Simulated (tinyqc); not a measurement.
Worked calculation: extended Hueckel theory, for CH4. Computed by tinyqc, a small Python program that keeps every step (integrals from PySCF). Settings: charge = 0, K = 1.75, multiplicity = 1. Command: `OMP_NUM_THREADS=1 python tinyqc.py 30233 30234 out.jsonl` (the two numbers bound the seeds that draw the settings). One thread of a shared host (Intel(R) Xeon(R) Processor @ 2.60GHz), about 0.01 s of CPU time with the checks.

## Overlaps

Geometry (angstrom):
```
atom          x          y          z
C      0.000000   0.000000   0.000000
H      0.615000   0.615000   0.615000
H      0.615000  -0.615000  -0.615000
H     -0.615000   0.615000  -0.615000
H     -0.615000  -0.615000   0.615000
```

Parameters chosen for this run:
```
element  shell  Slater exponent   H_ii (eV)
C           2s         1.625000  -21.400000
C           2p         1.625000  -11.400000
H           1s         1.300000  -13.600000
```

Slater orbitals, each expanded in six Gaussians scaled to its exponent.

overlap S, order 1C 2s, 1C 2px, 1C 2py, 1C 2pz, 2H 1s, 3H 1s, 4H 1s, 5H 1s:
$$\begin{pmatrix}
1.000000 & 0.000000 & 0.000000 & 0.000000 & 0.506328 & 0.506328 & 0.506328 & 0.506328 \\
0.000000 & 1.000000 & 0.000000 & 0.000000 & 0.288544 & 0.288544 & -0.288544 & -0.288544 \\
0.000000 & 0.000000 & 1.000000 & 0.000000 & 0.288544 & -0.288544 & 0.288544 & -0.288544 \\
0.000000 & 0.000000 & 0.000000 & 1.000000 & 0.288544 & -0.288544 & -0.288544 & 0.288544 \\
0.506328 & 0.288544 & 0.288544 & 0.288544 & 1.000000 & 0.158314 & 0.158314 & 0.158314 \\
0.506328 & 0.288544 & -0.288544 & -0.288544 & 0.158314 & 1.000000 & 0.158314 & 0.158314 \\
0.506328 & -0.288544 & 0.288544 & -0.288544 & 0.158314 & 0.158314 & 1.000000 & 0.158314 \\
0.506328 & -0.288544 & -0.288544 & 0.288544 & 0.158314 & 0.158314 & 0.158314 & 1.000000
\end{pmatrix}$$

## Wolfsberg-Helmholz matrix

diagonal H_ii (eV): 1C 2s -21.400000, 1C 2px -11.400000, 1C 2py -11.400000, 1C 2pz -11.400000, 2H 1s -13.600000, 3H 1s -13.600000, 4H 1s -13.600000, 5H 1s -13.600000

K = 1.750000

H_ij = K' S_ij (H_ii + H_jj)/2 for i != j (the diagonal keeps H_ii), with K' = 1.75.

H (eV), order 1C 2s, 1C 2px, 1C 2py, 1C 2pz, 2H 1s, 3H 1s, 4H 1s, 5H 1s:
$$\begin{pmatrix}
-21.400000 & 0.000000 & 0.000000 & 0.000000 & -15.506281 & -15.506281 & -15.506281 & -15.506281 \\
0.000000 & -11.400000 & 0.000000 & 0.000000 & -6.311910 & -6.311910 & 6.311910 & 6.311910 \\
0.000000 & 0.000000 & -11.400000 & 0.000000 & -6.311910 & 6.311910 & -6.311910 & 6.311910 \\
0.000000 & 0.000000 & 0.000000 & -11.400000 & -6.311910 & 6.311910 & 6.311910 & -6.311910 \\
-15.506281 & -6.311910 & -6.311910 & -6.311910 & -13.600000 & -3.767883 & -3.767883 & -3.767883 \\
-15.506281 & -6.311910 & 6.311910 & 6.311910 & -3.767883 & -13.600000 & -3.767883 & -3.767883 \\
-15.506281 & 6.311910 & -6.311910 & 6.311910 & -3.767883 & -3.767883 & -13.600000 & -3.767883 \\
-15.506281 & 6.311910 & 6.311910 & -6.311910 & -3.767883 & -3.767883 & -3.767883 & -13.600000
\end{pmatrix}$$

## Orbitals

valence electrons = 8

Solve H C = S C e through S^(-1/2); fill by pairs from the bottom, a degenerate level sharing its electrons equally; each orbital has its largest coefficient positive (the first on a tie).

orbital energies (eV): [-24.628429, -15.532685, -15.532685, -15.532685, 5.983564, 5.983564, 5.983564, 38.739675]

occupations: [2.000000, 2.000000, 2.000000, 2.000000, 0.000000, 0.000000, 0.000000, 0.000000]

coefficients, order 1C 2s, 1C 2px, 1C 2py, 1C 2pz, 2H 1s, 3H 1s, 4H 1s, 5H 1s:
$$\begin{pmatrix}
0.633260 & 0.000000 & 0.000000 & 0.000000 & 0.000000 & 0.000000 & 0.000000 & 1.697197 \\
0.000000 & 0.303532 & -0.374169 & -0.253078 & 0.870210 & 0.526162 & -0.569593 & 0.000000 \\
0.000000 & 0.327514 & -0.027700 & 0.433762 & 0.727789 & -0.258747 & 0.872881 & 0.000000 \\
0.000000 & 0.311104 & 0.394224 & -0.209725 & -0.267592 & 1.007349 & 0.521720 & 0.000000 \\
0.168337 & 0.531902 & -0.004316 & -0.016395 & -0.719271 & -0.689187 & -0.446031 & -0.726547 \\
0.168337 & -0.189177 & -0.418167 & -0.269361 & -0.221669 & 0.120260 & 1.061920 & -0.726547 \\
0.168337 & -0.162098 & -0.026961 & 0.506167 & -0.067672 & 0.968965 & -0.497796 & -0.726547 \\
0.168337 & -0.180627 & 0.449445 & -0.220410 & 1.008611 & -0.400037 & -0.118093 & -0.726547
\end{pmatrix}$$

sum of one-electron energies = -142.452970 eV

Within a degenerate level the vectors are fixed only up to a rotation; this is one choice.

## Mulliken analysis

P = C n C^T; charge = valence electrons (C 4, H 1) minus the sum of (P S)_ii on the atom; overlap population = 2 sum P_ij S_ij between two atoms.

charges: 1C -0.168897, 2H 0.042224, 3H 0.042224, 4H 0.042224, 5H 0.042224

Overlap populations:
```
pair      value
2-1    0.794882
3-1    0.794882
3-2   -0.041836
4-1    0.794882
4-2   -0.041836
4-3   -0.041836
5-1    0.794882
5-2   -0.041836
5-3   -0.041836
5-4   -0.041836
```
